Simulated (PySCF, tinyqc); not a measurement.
Worked calculation (part 1 of 2): RHF in the sto-3g basis, for LiH, spin multiplicity 1. The lowest restricted solution is unstable here: a spin-polarised one lies 0.0676 hartree lower (PySCF). Computed by tinyqc, a small Python program that keeps every step (integrals from PySCF). Settings: charge = 0, multiplicity = 1, basis = sto-3g, energy threshold = 1e-09, iteration cap = 50, orthogonalisation = symmetric, start = atomic densities, DIIS depth = 8, DIIS from iteration = 2, method = RHF. Command: `OMP_NUM_THREADS=1 python tinyqc.py 24235 24236 out.jsonl` (the two numbers bound the seeds that draw the settings). One thread of a shared host (Intel(R) Xeon(R) Processor @ 2.60GHz), about 0.08 s of CPU time with the checks. Later iterations appear only in the table of the cycle.

## One-electron integrals

Geometry (angstrom):
```
atom         x         y         z
Li    0.000000  0.000000  0.000000
H     0.000000  0.000000  2.904000
```

Basis sto-3g: exponents (1/bohr^2) and contraction coefficients of normalised primitives:
```
element  l (shell)   exponent  coefficient
Li           s (1)  16.119575     0.154329
Li           s (1)   2.936201     0.535328
Li           s (1)   0.794651     0.444635
Li           s (2)   0.636290    -0.099967
Li           s (2)   0.147860     0.399513
Li           s (2)   0.048089     0.700115
Li           p (3)   0.636290     0.155916
Li           p (3)   0.147860     0.607684
Li           p (3)   0.048089     0.391957
H            s (1)   3.425251     0.154329
H            s (1)   0.623914     0.535328
H            s (1)   0.168855     0.444635
```

Overlap, kinetic and nuclear-attraction integrals over the contracted functions; the nuclear repulsion is the sum of Za Zb / Rab.

nuclear repulsion = 0.54667067 hartree

overlap S, order 1Li 1s, 1Li 2s, 1Li 2px, 1Li 2py, 1Li 2pz, 2H 1s:
```
[[1.000000, 0.241137, 0.000000, 0.000000, 0.000000, 0.002618],
 [0.241137, 1.000000, 0.000000, 0.000000, 0.000000, 0.135630],
 [0.000000, 0.000000, 1.000000, 0.000000, 0.000000, 0.000000],
 [0.000000, 0.000000, 0.000000, 1.000000, 0.000000, 0.000000],
 [0.000000, 0.000000, 0.000000, 0.000000, 1.000000, 0.209845],
 [0.002618, 0.135630, 0.000000, 0.000000, 0.209845, 1.000000]]
```

kinetic energy T (hartree), order 1Li 1s, 1Li 2s, 1Li 2px, 1Li 2py, 1Li 2pz, 2H 1s:
```
[[3.576786, -0.020237, 0.000000, 0.000000, 0.000000, -0.002199],
 [-0.020237, 0.102163, 0.000000, 0.000000, 0.000000, -0.001423],
 [0.000000, 0.000000, 0.319682, 0.000000, 0.000000, 0.000000],
 [0.000000, 0.000000, 0.000000, 0.319682, 0.000000, 0.000000],
 [0.000000, 0.000000, 0.000000, 0.000000, 0.319682, 0.007371],
 [-0.002199, -0.001423, 0.000000, 0.000000, 0.007371, 0.760032]]
```

nuclear attraction V (hartree), order 1Li 1s, 1Li 2s, 1Li 2px, 1Li 2py, 1Li 2pz, 2H 1s:
```
[[-8.165105, -1.008284, 0.000000, 0.000000, -0.004889, -0.009401],
 [-1.008284, -1.387660, 0.000000, 0.000000, -0.057120, -0.178677],
 [0.000000, 0.000000, -1.365410, 0.000000, 0.000000, 0.000000],
 [0.000000, 0.000000, 0.000000, -1.365410, 0.000000, 0.000000],
 [-0.004889, -0.057120, 0.000000, 0.000000, -1.402723, -0.278223],
 [-0.009401, -0.178677, 0.000000, 0.000000, -0.278223, -1.773284]]
```

core Hamiltonian H = T + V (hartree), order 1Li 1s, 1Li 2s, 1Li 2px, 1Li 2py, 1Li 2pz, 2H 1s:
```
[[-4.588319, -1.028521, 0.000000, 0.000000, -0.004889, -0.011600],
 [-1.028521, -1.285497, 0.000000, 0.000000, -0.057120, -0.180100],
 [0.000000, 0.000000, -1.045729, 0.000000, 0.000000, 0.000000],
 [0.000000, 0.000000, 0.000000, -1.045729, 0.000000, 0.000000],
 [-0.004889, -0.057120, 0.000000, 0.000000, -1.083042, -0.270852],
 [-0.011600, -0.180100, 0.000000, 0.000000, -0.270852, -1.013252]]
```

## Two-electron integrals

Functions are numbered as in S; the eight-fold symmetry (ij|kl) = (ji|kl) = (kl|ij) leaves the list below.

Two-electron integrals (ij|kl) in chemists' order, unique and non-zero (hartree):
```
(11|11) 1.680395   (21|11) 0.265420   (21|21) 0.049941   (22|11) 0.397727
(22|21) 0.092860   (22|22) 0.290562   (31|31) 0.008981   (32|31) 0.013788
(32|32) 0.064184   (33|11) 0.396640   (33|21) 0.092880   (33|22) 0.290497
(33|33) 0.312946   (41|41) 0.008981   (42|41) 0.013788   (42|42) 0.064184
(43|43) 0.016869   (44|11) 0.396640   (44|21) 0.092880   (44|22) 0.290497
(44|33) 0.279207   (44|44) 0.312946   (51|51) 0.008981   (52|51) 0.013788
(52|52) 0.064184   (53|53) 0.016869   (54|54) 0.016869   (55|11) 0.396640
(55|21) 0.092880   (55|22) 0.290497   (55|33) 0.279207   (55|44) 0.279207
(55|55) 0.312946   (61|11) 0.002515   (61|21) 0.000492   (61|22) 0.000988
(61|33) 0.000969   (61|44) 0.000969   (61|51) 0.000082   (61|52) 0.000170
(61|55) 0.001026   (61|61) 0.000006   (62|11) 0.031434   (62|21) 0.007550
(62|22) 0.029013   (62|33) 0.027269   (62|44) 0.027269   (62|51) 0.001017
(62|52) 0.009105   (62|55) 0.032463   (62|61) 0.000099   (62|62) 0.007977
(63|31) 0.000249   (63|32) 0.001752   (63|53) 0.000936   (63|63) 0.000264
(64|41) 0.000249   (64|42) 0.001752   (64|54) 0.000936   (64|64) 0.000264
(65|11) 0.047395   (65|21) 0.011404   (65|22) 0.044261   (65|33) 0.041418
(65|44) 0.041418   (65|51) 0.001574   (65|52) 0.014260   (65|55) 0.049891
(65|61) 0.000150   (65|62) 0.012642   (65|65) 0.020066   (66|11) 0.182223
(66|21) 0.043940   (66|22) 0.179908   (66|33) 0.168098   (66|44) 0.168098
(66|51) 0.004888   (66|52) 0.055746   (66|55) 0.203183   (66|61) 0.000561
(66|62) 0.069106   (66|65) 0.110814   (66|66) 0.774606
```

## Orthogonalisation

S = U s U^T; symmetric (Loewdin) form X = U s^(-1/2) U^T, so that X^T S X = 1.

eigenvalues of S: [0.696239, 0.832818, 1.000000, 1.000000, 1.164570, 1.306373]

X, order 1Li 1s, 1Li 2s, 1Li 2px, 1Li 2py, 1Li 2pz, 2H 1s:
```
[[1.023058, -0.126607, 0.000000, 0.000000, -0.002141, 0.012022],
 [-0.126607, 1.030613, 0.000000, 0.000000, 0.011648, -0.073094],
 [0.000000, 0.000000, 1.000000, 0.000000, 0.000000, 0.000000],
 [0.000000, 0.000000, 0.000000, 1.000000, 0.000000, 0.000000],
 [-0.002141, 0.011648, 0.000000, 0.000000, 1.017316, -0.109283],
 [0.012022, -0.073094, 0.000000, 0.000000, -0.109283, 1.024818]]
```

## Starting guess

The start is atomic minimal-basis densities projected into this basis (PySCF's MINAO start) and scaled to the electron count of each spin; this density is not idempotent, so its energy is not variational and may lie below the converged one.

D at the start, order 1Li 1s, 1Li 2s, 1Li 2px, 1Li 2py, 1Li 2pz, 2H 1s:
```
[[2.076707, -0.225562, 0.000000, 0.000000, 0.003026, -0.021109],
 [-0.225562, 1.018936, 0.000000, 0.000000, -0.005457, 0.079686],
 [0.000000, 0.000000, 0.000000, 0.000000, 0.000000, 0.000000],
 [0.000000, 0.000000, 0.000000, 0.000000, 0.000000, 0.000000],
 [0.003026, -0.005457, 0.000000, 0.000000, 0.001853, 0.041523],
 [-0.021109, 0.079686, 0.000000, 0.000000, 0.041523, 0.972355]]
```

## Iteration 1: building the Fock matrix

J_ij = sum D_kl (ij|kl), K_ij = sum D_kl (ik|jl); F = H + J - 0.5 K; E = tr D H + tr D J / 2 - 0.25 tr D K + E_nn.

Coulomb J (hartree), order 1Li 1s, 1Li 2s, 1Li 2px, 1Li 2py, 1Li 2pz, 2H 1s:
```
[[3.961969, 0.668316, 0.000000, 0.000000, 0.004946, 0.006580],
 [0.668316, 1.263866, 0.000000, 0.000000, 0.056216, 0.160915],
 [0.000000, 0.000000, 1.249515, 0.000000, 0.000000, 0.000000],
 [0.000000, 0.000000, 0.000000, 1.249515, 0.000000, 0.000000],
 [0.004946, 0.056216, 0.000000, 0.000000, 1.285222, 0.249752],
 [0.006580, 0.160915, 0.000000, 0.000000, 0.249752, 1.315098]]
```

exchange K (hartree), order 1Li 1s, 1Li 2s, 1Li 2px, 1Li 2py, 1Li 2pz, 2H 1s:
```
[[3.420840, 0.545019, 0.000000, 0.000000, 0.000820, 0.006210],
 [0.545019, 0.370823, 0.000000, 0.000000, 0.016611, 0.112505],
 [0.000000, 0.000000, 0.078465, 0.000000, 0.000000, 0.000000],
 [0.000000, 0.000000, 0.000000, 0.078465, 0.000000, 0.000000],
 [0.000820, 0.016611, 0.000000, 0.000000, 0.104272, 0.131389],
 [0.006210, 0.112505, 0.000000, 0.000000, 0.131389, 0.781380]]
```

Fock matrix F (hartree), order 1Li 1s, 1Li 2s, 1Li 2px, 1Li 2py, 1Li 2pz, 2H 1s:
```
[[-2.336769, -0.632715, 0.000000, 0.000000, -0.000353, -0.008125],
 [-0.632715, -0.207043, 0.000000, 0.000000, -0.009209, -0.075438],
 [0.000000, 0.000000, 0.164553, 0.000000, 0.000000, 0.000000],
 [0.000000, 0.000000, 0.000000, 0.164553, 0.000000, 0.000000],
 [-0.000353, -0.009209, 0.000000, 0.000000, 0.150044, -0.086793],
 [-0.008125, -0.075438, 0.000000, 0.000000, -0.086793, -0.088844]]
```

total energy of this density = -7.60083740 hartree

This density is the starting one; it is not idempotent, so its energy is not variational and may lie below the converged one.

## Iteration 1: diagonalisation and new density

Diagonalise F' = X^T F X, C = X C', fill 2 alpha and 2 beta electrons from the bottom; D = 2 C_occ C_occ^T. Each column has its largest component positive (the first on a tie).

F' = X^T F X (hartree):
```
[[-2.285168, -0.348509, 0.000000, 0.000000, -0.002906, 0.018112],
 [-0.348509, -0.081565, 0.000000, 0.000000, 0.005679, -0.067784],
 [0.000000, 0.000000, 0.164553, 0.000000, 0.000000, 0.000000],
 [0.000000, 0.000000, 0.000000, 0.164553, 0.000000, 0.000000],
 [-0.002906, 0.005679, 0.000000, 0.000000, 0.173487, -0.098989],
 [0.018112, -0.067784, 0.000000, 0.000000, -0.098989, -0.061452]]
```

orbital energies (hartree): [-2.338999, -0.135751, 0.006568, 0.164553, 0.164553, 0.213484]

coefficients C, order 1Li 1s, 1Li 2s, 1Li 2px, 1Li 2py, 1Li 2pz, 2H 1s:
```
[[0.991744, -0.132968, -0.244183, 0.000000, 0.000000, -0.044314],
 [0.032267, 0.477667, 0.908453, 0.000000, 0.000000, 0.170813],
 [0.000000, 0.000000, 0.000000, 0.161190, 0.986923, 0.000000],
 [0.000000, 0.000000, 0.000000, 0.986923, -0.161190, 0.000000],
 [0.000700, 0.173108, -0.239876, 0.000000, 0.000000, 0.979544],
 [-0.002711, 0.773863, -0.484241, 0.000000, 0.000000, -0.484067]]
```

D after iteration 1, order 1Li 1s, 1Li 2s, 1Li 2px, 1Li 2py, 1Li 2pz, 2H 1s:
```
[[2.002474, -0.063028, 0.000000, 0.000000, -0.044647, -0.211175],
 [-0.063028, 0.458414, 0.000000, 0.000000, 0.165422, 0.739123],
 [0.000000, 0.000000, 0.000000, 0.000000, 0.000000, 0.000000],
 [0.000000, 0.000000, 0.000000, 0.000000, 0.000000, 0.000000],
 [-0.044647, 0.165422, 0.000000, 0.000000, 0.059934, 0.267921],
 [-0.211175, 0.739123, 0.000000, 0.000000, 0.267921, 1.197743]]
```

Within a degenerate level the vectors are fixed only up to a rotation; this is one choice.

## Iteration 2: building the Fock matrix

As before.

Coulomb J (hartree), order 1Li 1s, 1Li 2s, 1Li 2px, 1Li 2py, 1Li 2pz, 2H 1s:
```
[[3.826644, 0.643030, 0.000000, 0.000000, 0.011926, 0.006432],
 [0.643030, 1.217012, 0.000000, 0.000000, 0.107802, 0.181457],
 [0.000000, 0.000000, 1.195888, 0.000000, 0.000000, 0.000000],
 [0.000000, 0.000000, 0.000000, 1.195888, 0.000000, 0.000000],
 [0.011926, 0.107802, 0.000000, 0.000000, 1.252127, 0.283432],
 [0.006432, 0.181457, 0.000000, 0.000000, 0.283432, 1.561090]]
```

exchange K (hartree), order 1Li 1s, 1Li 2s, 1Li 2px, 1Li 2py, 1Li 2pz, 2H 1s:
```
[[3.354638, 0.546682, 0.000000, 0.000000, -0.001059, 0.002603],
 [0.546682, 0.279478, 0.000000, 0.000000, 0.118391, 0.253576],
 [0.000000, 0.000000, 0.049983, 0.000000, 0.000000, 0.000000],
 [0.000000, 0.000000, 0.000000, 0.049983, 0.000000, 0.000000],
 [-0.001059, 0.118391, 0.000000, 0.000000, 0.135609, 0.256889],
 [0.002603, 0.253576, 0.000000, 0.000000, 0.256889, 1.098103]]
```

Fock matrix F (hartree), order 1Li 1s, 1Li 2s, 1Li 2px, 1Li 2py, 1Li 2pz, 2H 1s:
```
[[-2.438994, -0.658832, 0.000000, 0.000000, 0.007566, -0.006469],
 [-0.658832, -0.208224, 0.000000, 0.000000, -0.008513, -0.125431],
 [0.000000, 0.000000, 0.125168, 0.000000, 0.000000, 0.000000],
 [0.000000, 0.000000, 0.000000, 0.125168, 0.000000, 0.000000],
 [0.007566, -0.008513, 0.000000, 0.000000, 0.101280, -0.115865],
 [-0.006469, -0.125431, 0.000000, 0.000000, -0.115865, -0.001213]]
```

total energy of this density = -7.69890593 hartree

## Iteration 2: diagonalisation and new density

As before.

F' = X^T F X (hartree):
```
[[-2.385242, -0.364269, 0.000000, 0.000000, 0.003899, 0.027397],
 [-0.364269, -0.069575, 0.000000, 0.000000, 0.013460, -0.128441],
 [0.000000, 0.000000, 0.125168, 0.000000, 0.000000, 0.000000],
 [0.000000, 0.000000, 0.000000, 0.125168, 0.000000, 0.000000],
 [0.003899, 0.013460, 0.000000, 0.000000, 0.130641, -0.134998],
 [0.027397, -0.128441, 0.000000, 0.000000, -0.134998, 0.044057]]
```

orbital energies (hartree): [-2.441231, -0.143240, 0.043759, 0.125168, 0.125168, 0.260594]

coefficients C, order 1Li 1s, 1Li 2s, 1Li 2px, 1Li 2py, 1Li 2pz, 2H 1s:
```
[[0.991983, -0.175054, -0.193350, 0.000000, 0.000000, -0.103773],
 [0.031362, 0.640667, 0.713555, 0.000000, 0.000000, 0.403823],
 [0.000000, 0.000000, 0.000000, -0.234091, 0.972215, 0.000000],
 [0.000000, 0.000000, 0.000000, 0.972215, 0.234091, 0.000000],
 [-0.002503, 0.244781, -0.615869, 0.000000, 0.000000, 0.779613],
 [-0.002205, 0.618546, -0.343579, 0.000000, 0.000000, -0.753015]]
```

D after iteration 2, order 1Li 1s, 1Li 2s, 1Li 2px, 1Li 2py, 1Li 2pz, 2H 1s:
```
[[2.029347, -0.162081, 0.000000, 0.000000, -0.090666, -0.220932],
 [-0.162081, 0.822877, 0.000000, 0.000000, 0.313489, 0.792426],
 [0.000000, 0.000000, 0.000000, 0.000000, 0.000000, 0.000000],
 [0.000000, 0.000000, 0.000000, 0.000000, 0.000000, 0.000000],
 [-0.090666, 0.313489, 0.000000, 0.000000, 0.119848, 0.302827],
 [-0.220932, 0.792426, 0.000000, 0.000000, 0.302827, 0.765207]]
```

Within a degenerate level the vectors are fixed only up to a rotation; this is one choice.

## Iteration 3: building the Fock matrix

As before.

Coulomb J (hartree), order 1Li 1s, 1Li 2s, 1Li 2px, 1Li 2py, 1Li 2pz, 2H 1s:
```
[[3.915732, 0.662263, 0.000000, 0.000000, 0.013285, 0.006645],
 [0.662263, 1.260955, 0.000000, 0.000000, 0.103391, 0.167768],
 [0.000000, 0.000000, 1.243821, 0.000000, 0.000000, 0.000000],
 [0.000000, 0.000000, 0.000000, 1.243821, 0.000000, 0.000000],
 [0.013285, 0.103391, 0.000000, 0.000000, 1.288050, 0.260460],
 [0.006645, 0.167768, 0.000000, 0.000000, 0.260460, 1.331132]]
```

exchange K (hartree), order 1Li 1s, 1Li 2s, 1Li 2px, 1Li 2py, 1Li 2pz, 2H 1s:
```
[[3.365959, 0.544283, 0.000000, 0.000000, -0.003752, 0.002511],
 [0.544283, 0.372299, 0.000000, 0.000000, 0.164885, 0.253623],
 [0.000000, 0.000000, 0.072030, 0.000000, 0.000000, 0.000000],
 [0.000000, 0.000000, 0.000000, 0.072030, 0.000000, 0.000000],
 [-0.003752, 0.164885, 0.000000, 0.000000, 0.171555, 0.233338],
 [0.002511, 0.253623, 0.000000, 0.000000, 0.233338, 0.785971]]
```

Fock matrix F (hartree), order 1Li 1s, 1Li 2s, 1Li 2px, 1Li 2py, 1Li 2pz, 2H 1s:
```
[[-2.355566, -0.638400, 0.000000, 0.000000, 0.010272, -0.006210],
 [-0.638400, -0.210692, 0.000000, 0.000000, -0.036172, -0.139144],
 [0.000000, 0.000000, 0.162078, 0.000000, 0.000000, 0.000000],
 [0.000000, 0.000000, 0.000000, 0.162078, 0.000000, 0.000000],
 [0.010272, -0.036172, 0.000000, 0.000000, 0.119231, -0.127061],
 [-0.006210, -0.139144, 0.000000, 0.000000, -0.127061, -0.075106]]
```

total energy of this density = -7.71795495 hartree

## Iteration 3: DIIS over 2 matrices

error matrix X^T (FDS - SDF) X:
```
[[0.000000, 0.002889, 0.000000, 0.000000, -0.006311, -0.008253],
 [-0.002889, 0.000000, 0.000000, 0.000000, 0.008680, 0.048825],
 [0.000000, 0.000000, 0.000000, 0.000000, 0.000000, 0.000000],
 [0.000000, 0.000000, 0.000000, 0.000000, 0.000000, 0.000000],
 [0.006311, -0.008680, 0.000000, 0.000000, 0.000000, 0.013053],
 [0.008253, -0.048825, 0.000000, 0.000000, -0.013053, 0.000000]]
```

B (overlaps of the stored error matrices):
```
[[4.1401666e-02, -1.3095226e-02],
 [-1.3095226e-02, 5.4917802e-03]]
```

Minimise |sum c_i e_i|^2 with sum c_i = 1: solve [B -1; -1 0][c; lambda] = [0; -1] with B_ij = tr e_i^T e_j, and take F = sum c_i F_i.

DIIS coefficients: [0.254324, 0.745676]

extrapolated F (hartree), order 1Li 1s, 1Li 2s, 1Li 2px, 1Li 2py, 1Li 2pz, 2H 1s:
```
[[-2.376784, -0.643596, 0.000000, 0.000000, 0.009584, -0.006276],
 [-0.643596, -0.210064, 0.000000, 0.000000, -0.029137, -0.135656],
 [0.000000, 0.000000, 0.152690, 0.000000, 0.000000, 0.000000],
 [0.000000, 0.000000, 0.000000, 0.152690, 0.000000, 0.000000],
 [0.009584, -0.029137, 0.000000, 0.000000, 0.114666, -0.124213],
 [-0.006276, -0.135656, 0.000000, 0.000000, -0.124213, -0.056313]]
```

## Iteration 3: diagonalisation and new density

As before.

F' = X^T F X (hartree):
```
[[-2.324098, -0.355868, 0.000000, 0.000000, 0.008482, 0.027360],
 [-0.355868, -0.073744, 0.000000, 0.000000, -0.006975, -0.132634],
 [0.000000, 0.000000, 0.152690, 0.000000, 0.000000, 0.000000],
 [0.000000, 0.000000, 0.000000, 0.152690, 0.000000, 0.000000],
 [0.008482, -0.006975, 0.000000, 0.000000, 0.145220, -0.137734],
 [0.027360, -0.132634, 0.000000, 0.000000, -0.137734, -0.010608]]
```

orbital energies (hartree): [-2.379077, -0.184397, 0.057556, 0.152690, 0.152690, 0.242688]

coefficients C, order 1Li 1s, 1Li 2s, 1Li 2px, 1Li 2py, 1Li 2pz, 2H 1s:
```
[[0.991779, -0.159929, -0.216029, 0.000000, 0.000000, -0.083394],
 [0.032103, 0.582828, 0.796447, 0.000000, 0.000000, 0.329582],
 [0.000000, 0.000000, 0.000000, -0.299158, 0.954203, 0.000000],
 [0.000000, 0.000000, 0.000000, 0.954203, 0.299158, 0.000000],
 [-0.003127, 0.251912, -0.498647, 0.000000, 0.000000, 0.857262],
 [-0.002060, 0.664446, -0.394406, 0.000000, 0.000000, -0.686027]]
```

D after iteration 3, order 1Li 1s, 1Li 2s, 1Li 2px, 1Li 2py, 1Li 2pz, 2H 1s:
```
[[2.018406, -0.122743, 0.000000, 0.000000, -0.086778, -0.216613],
 [-0.122743, 0.681439, 0.000000, 0.000000, 0.293442, 0.774383],
 [0.000000, 0.000000, 0.000000, 0.000000, 0.000000, 0.000000],
 [0.000000, 0.000000, 0.000000, 0.000000, 0.000000, 0.000000],
 [-0.086778, 0.293442, 0.000000, 0.000000, 0.126939, 0.334776],
 [-0.216613, 0.774383, 0.000000, 0.000000, 0.334776, 0.882985]]
```

Within a degenerate level the vectors are fixed only up to a rotation; this is one choice.

## Iteration 4: building the Fock matrix

As before.

Coulomb J (hartree), order 1Li 1s, 1Li 2s, 1Li 2px, 1Li 2py, 1Li 2pz, 2H 1s:
```
[[3.888167, 0.656449, 0.000000, 0.000000, 0.013442, 0.006590],
 [0.656449, 1.247852, 0.000000, 0.000000, 0.108075, 0.172448],
 [0.000000, 0.000000, 1.229151, 0.000000, 0.000000, 0.000000],
 [0.000000, 0.000000, 0.000000, 1.229151, 0.000000, 0.000000],
 [0.013442, 0.108075, 0.000000, 0.000000, 1.278106, 0.268251],
 [0.006590, 0.172448, 0.000000, 0.000000, 0.268251, 1.402216]]
```

exchange K (hartree), order 1Li 1s, 1Li 2s, 1Li 2px, 1Li 2py, 1Li 2pz, 2H 1s:
```
[[3.361468, 0.545988, 0.000000, 0.000000, -0.004216, 0.002838],
 [0.545988, 0.338957, 0.000000, 0.000000, 0.160262, 0.256051],
 [0.000000, 0.000000, 0.064087, 0.000000, 0.000000, 0.000000],
 [0.000000, 0.000000, 0.000000, 0.064087, 0.000000, 0.000000],
 [-0.004216, 0.160262, 0.000000, 0.000000, 0.170733, 0.250495],
 [0.002838, 0.256051, 0.000000, 0.000000, 0.250495, 0.880311]]
```

Fock matrix F (hartree), order 1Li 1s, 1Li 2s, 1Li 2px, 1Li 2py, 1Li 2pz, 2H 1s:
```
[[-2.380885, -0.645066, 0.000000, 0.000000, 0.010661, -0.006429],
 [-0.645066, -0.207124, 0.000000, 0.000000, -0.029176, -0.135678],
 [0.000000, 0.000000, 0.151379, 0.000000, 0.000000, 0.000000],
 [0.000000, 0.000000, 0.000000, 0.151379, 0.000000, 0.000000],
 [0.010661, -0.029176, 0.000000, 0.000000, 0.109698, -0.127848],
 [-0.006429, -0.135678, 0.000000, 0.000000, -0.127848, -0.051191]]
```

total energy of this density = -7.72146293 hartree

## Iteration 4: DIIS over 3 matrices

error matrix X^T (FDS - SDF) X:
```
[[0.000000, 0.000497, 0.000000, 0.000000, -0.003087, 0.000634],
 [-0.000497, 0.000000, 0.000000, 0.000000, 0.005821, -0.000795],
 [0.000000, 0.000000, 0.000000, 0.000000, 0.000000, 0.000000],
 [0.000000, 0.000000, 0.000000, 0.000000, 0.000000, 0.000000],
 [0.003087, -0.005821, 0.000000, 0.000000, 0.000000, -0.007890],
 [-0.000634, 0.000795, 0.000000, 0.000000, 0.007890, 0.000000]]
```

B (overlaps of the stored error matrices):
```
[[4.1401666e-02, -1.3095226e-02, 1.8016524e-03],
 [-1.3095226e-02, 5.4917802e-03, -1.5120191e-04],
 [1.8016524e-03, -1.5120191e-04, 2.1389637e-04]]
```

As before.

DIIS coefficients: [-0.246038, -0.534326, 1.780364]

extrapolated F (hartree), order 1Li 1s, 1Li 2s, 1Li 2px, 1Li 2py, 1Li 2pz, 2H 1s:
```
[[-2.380117, -0.645241, 0.000000, 0.000000, 0.011631, -0.006536],
 [-0.645241, -0.204946, 0.000000, 0.000000, -0.030523, -0.136347],
 [0.000000, 0.000000, 0.152111, 0.000000, 0.000000, 0.000000],
 [0.000000, 0.000000, 0.000000, 0.152111, 0.000000, 0.000000],
 [0.011631, -0.030523, 0.000000, 0.000000, 0.106675, -0.131217],
 [-0.006536, -0.136347, 0.000000, 0.000000, -0.131217, -0.050709]]
```
